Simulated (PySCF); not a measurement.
# difluoromethane (CH₂F₂): electronic excitations at several levels of theory, part 2 of 2

PySCF 2.14.0. Atoms count from 0.

## Step 10: Ultraviolet spectrum: PBE0/def2-TZVPD

Job settings and geometry (Å):

```
{"job": {"kind": "uv", "xc": "PBE0", "basis": "def2-TZVPD"}, "charge": 0, "multiplicity": 1}
F     -1.066845     0.843986    -0.051491
C      0.014705     0.047199     0.000559
F      1.125405     0.804026    -0.008139
H     -0.014811    -0.537642     0.937040
H      0.020008    -0.608604    -0.888206
```

Level: TDDFT PBE0/def2-TZVPD, vertical, gas phase, core orbitals frozen in the response.

The program printed:

```text
coarse grid: 4504 points
cycle   1  E = -238.7902841715  dE =  2.915e-01  |g| = 6.242e-01  |ddm| = 1.472e+00
cycle   2  E = -238.7243052200  dE =  6.598e-02  |g| = 9.294e-01  |ddm| = 6.796e-01
cycle   3  E = -238.8499361565  dE = -1.256e-01  |g| = 2.827e-02  |ddm| = 3.799e-01
cycle   4  E = -238.8500330357  dE = -9.688e-05  |g| = 9.164e-03  |ddm| = 1.993e-02
cycle   5  E = -238.8500453686  dE = -1.233e-05  |g| = 2.773e-03  |ddm| = 7.781e-03
cycle   6  E = -238.8500470527  dE = -1.684e-06  |g| = 1.692e-04  |ddm| = 1.935e-03
final grid: 45160 points
cycle   7  E = -238.8560683637  dE = -4.288e-05  |g| = 4.434e-03  |ddm| = 5.792e-02
cycle   8  E = -238.8560669531  dE =  1.411e-06  |g| = 5.468e-03  |ddm| = 5.476e-03
cycle   9  E = -238.8560720932  dE = -5.140e-06  |g| = 6.522e-04  |ddm| = 2.503e-03
cycle  10  E = -238.8560721514  dE = -5.819e-08  |g| = 1.866e-04  |ddm| = 4.487e-04
cycle  11  E = -238.8560721569  dE = -5.497e-09  |g| = 1.754e-05  |ddm| = 1.034e-04
cycle  12  E = -238.8560721569  dE = -3.342e-11  |g| = 4.573e-06  |ddm| = 1.316e-05
converged SCF energy = -238.8560721569

Static polarisability (au): isotropic 17.869, principal 17.071 17.846 18.689

Singlet excitations
state   eV       nm        f      main configurations
  1   8.9272    138.9   0.03450   H->L 0.99
  2   9.6643    128.3   0.00000   H->L+1 0.95
  3  10.0047    123.9   0.02268   H->L+2 0.95
  4  10.2115    121.4   0.06030   H->L+3 0.99
  5  10.9170    113.6   0.02911   H-1->L 0.96
  6  11.1278    111.4   0.00004   H-2->L 0.93
  7  11.3879    108.9   0.06382   H->L+4 0.91
  8  11.4797    108.0   0.00000   H-3->L 0.90
  9  11.6853    106.1   0.01228   H-1->L+1 0.81, H->L+8 0.10
 10  11.7297    105.7   0.00000   H->L+5 0.85

Triplet excitations (Tamm-Dancoff, eV): 8.6017 9.3026 9.6543 9.6560
```

It took 5 s on 1 thread of Arm Neoverse V1, shared host; peak memory 0.46 GiB.

Key values: HOMO -9.86 eV, LUMO 0.47 eV; lowest singlet 8.93 eV.

## Step 11: TDDFT and polarisability: PBE0/6-31+G*

Job settings and geometry (Å):

```
{"job": {"kind": "uv", "xc": "PBE0", "basis": "6-31+G*"}, "charge": 0, "multiplicity": 1}
F     -1.066845     0.843986    -0.051491
C      0.014705     0.047199     0.000559
F      1.125405     0.804026    -0.008139
H     -0.014811    -0.537642     0.937040
H      0.020008    -0.608604    -0.888206
```

Level: TDDFT PBE0/6-31+G*, vertical, gas phase, core orbitals frozen in the response.

The program printed:

```text
coarse grid: 4504 points
cycle   1  E = -238.7020504914  dE =  2.894e-01  |g| = 5.389e-01  |ddm| = 1.786e+00
cycle   2  E = -238.6548157151  dE =  4.723e-02  |g| = 7.793e-01  |ddm| = 7.625e-01
cycle   3  E = -238.7525048974  dE = -9.769e-02  |g| = 2.557e-02  |ddm| = 4.384e-01
cycle   4  E = -238.7526031093  dE = -9.821e-05  |g| = 8.837e-03  |ddm| = 2.216e-02
cycle   5  E = -238.7526188490  dE = -1.574e-05  |g| = 2.094e-03  |ddm| = 8.041e-03
cycle   6  E = -238.7526199166  dE = -1.068e-06  |g| = 1.061e-04  |ddm| = 1.929e-03
final grid: 45160 points
cycle   7  E = -238.7573731471  dE = -1.119e-05  |g| = 6.389e-03  |ddm| = 1.053e-02
cycle   8  E = -238.7573674958  dE =  5.651e-06  |g| = 8.834e-03  |ddm| = 8.451e-03
cycle   9  E = -238.7573806673  dE = -1.317e-05  |g| = 4.709e-04  |ddm| = 4.757e-03
cycle  10  E = -238.7573807146  dE = -4.733e-08  |g| = 9.777e-05  |ddm| = 4.342e-04
cycle  11  E = -238.7573807164  dE = -1.733e-09  |g| = 1.095e-05  |ddm| = 6.736e-05
cycle  12  E = -238.7573807164  dE = -1.864e-11  |g| = 3.473e-06  |ddm| = 8.777e-06
converged SCF energy = -238.7573807164

Static polarisability (au): isotropic 15.222, principal 14.694 15.220 15.753

Singlet excitations
state   eV       nm        f      main configurations
  1   9.0689    136.7   0.03787   H->L 0.99
  2   9.5439    129.9   0.00000   H->L+1 0.98
  3   9.8202    126.3   0.01130   H->L+2 0.98
  4  10.0785    123.0   0.04341   H->L+3 0.99
  5  11.0190    112.5   0.02545   H-1->L 0.92
  6  11.2269    110.4   0.00003   H-2->L 0.80, H-1->L+1 0.18
  7  11.5729    107.1   0.03544   H-1->L+1 0.76, H-2->L 0.18
  8  11.6024    106.9   0.00000   H-3->L 0.94
  9  11.6375    106.5   0.00329   H-1->L+2 0.56, H-2->L+1 0.35
 10  11.9042    104.2   0.08551   H-2->L+2 0.96

Triplet excitations (Tamm-Dancoff, eV): 8.7479 9.2701 9.5881 9.6458
```

Run time: 1.9 s. Hardware: 1 thread of Arm Neoverse V1, shared host; peak memory 0.31 GiB.

In short: HOMO -9.92 eV, LUMO 0.57 eV; lowest singlet 9.07 eV.

## Step 12: Side by side: electronic excitations

Excitations and ground-state properties, with basis size and wall time:

| run | lowest singlet (eV) | brightest (eV) | f | gap (eV) | α (Å³) | μ (D) | functions | time |
| --- | --- | --- | --- | --- | --- | --- | --- | --- |
| CAM-B3LYP/def2-SVPD | 9.31 | 12.28 | 0.109 | 12.86 | 2.60 | 1.96 | 82 | 5.3 s |
| wB97X-D/def2-SVPD | 9.61 | 12.54 | 0.114 | 14.38 | 2.57 | 1.92 | 82 | 4.9 s |
| LC-wPBE/def2-SVPD | 9.71 | 12.63 | 0.151 | 15.21 | 2.57 | 1.94 | 82 | 6.5 s |
| PBE0/6-31G* | 11.10 | 11.10 | 0.186 | 12.70 | 1.93 | 1.66 | 46 | 1.4 s |
| PBE0/def2-SVP | 10.27 | 10.27 | 0.165 | 11.85 | 1.87 | 1.80 | 52 | 1.6 s |
| PBE0/def2-TZVP | 9.94 | 9.94 | 0.111 | 11.56 | 2.30 | 1.79 | 105 | 3.4 s |
| PBE0/aug-cc-pVDZ | 8.64 | 9.53 | 0.038 | 9.89 | 2.59 | 1.84 | 87 | 2.9 s |
| PBE0/aug-cc-pVTZ | 8.65 | 11.11 | 0.052 | 9.86 | 2.65 | 1.83 | 184 | 7.3 s |
| PBE0/def2-TZVPD | 8.93 | 11.39 | 0.064 | 10.33 | 2.65 | 1.83 | 135 | 5 s |
| PBE0/6-31+G* | 9.07 | 11.90 | 0.086 | 10.49 | 2.26 | 1.98 | 58 | 1.9 s |

## Step 13: Summary of results

The summary covers parts 1 to 2.

| quantity | value |
| --- | --- |
| lowest singlet (CAM-B3LYP/def2-SVPD) | 9.31 eV (133 nm), f = 0.034 |
| brightest single state of those computed | state 8, 12.28 eV, f = 0.109 |
| lowest triplet | 8.97 eV |
| vertical ionisation energy (ΔSCF) | 13.17 eV |
| range of the lowest singlet | 8.64 to 11.10 eV |

In words: Single values in the summary come from the first sound run of each kind (CAM-B3LYP/def2-SVPD), which need not be the best level. The lowest singlet, at 9.31 eV, is HOMO→LUMO 0.97 and is weak; of the 10 states computed, the strongest absorption comes from states 8 to 9 together at 12.28 eV. The lowest triplet lies 0.34 eV below the lowest singlet (triplets in Tamm-Dancoff, singlets in full TDDFT). The orbital energy would give 11.51 eV for ionisation, ΔSCF gives 13.17 eV. The lowest singlet runs from 8.64 eV (PBE0/aug-cc-pVDZ) to 11.10 eV (PBE0/6-31G*), while the orbital gap spans 9.86 to 15.21 eV. The lowest state need not be the same one in every run. The runs solved for a few states only, so the brightest column depends on that window.
